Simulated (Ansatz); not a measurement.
A calculation with Ansatz (development build ahead of 0.2.0).

```yaml
crystal:
  periodic: [false, false, false]
  atoms:
    - { symbol: C, position_ang: [0.86569, 0.0, 0.0] }
    - { symbol: C, position_ang: [-0.43285, 0.74971, 0.0] }
    - { symbol: C, position_ang: [-0.43285, -0.74971, 0.0] }
    - { symbol: H, position_ang: [1.4622, 0.0, 0.91647] }
    - { symbol: H, position_ang: [1.4622, 0.0, -0.91647] }
    - { symbol: H, position_ang: [-0.7311, 1.2663, -0.91647] }
    - { symbol: H, position_ang: [-0.7311, 1.2663, 0.91647] }
    - { symbol: H, position_ang: [-0.7311, -1.2663, 0.91647] }
    - { symbol: H, position_ang: [-0.7311, -1.2663, -0.91647] }
basis:
  gaussian: { orbitals: cc-pVTZ }
hamiltonian:
  xc: hf
correlation:
  method: mp2
  frozen_orbitals: { C: 1, H: 0 }
```

The input is written out in the form of the current development build from the run's settings.

Results

```
Converged                       : yes
Reference energy                : -117.09989 hartree
Correlation energy              : -0.51708 hartree
Total energy                    : -117.61697 hartree
Spin squared of the determinant : 0.000
```
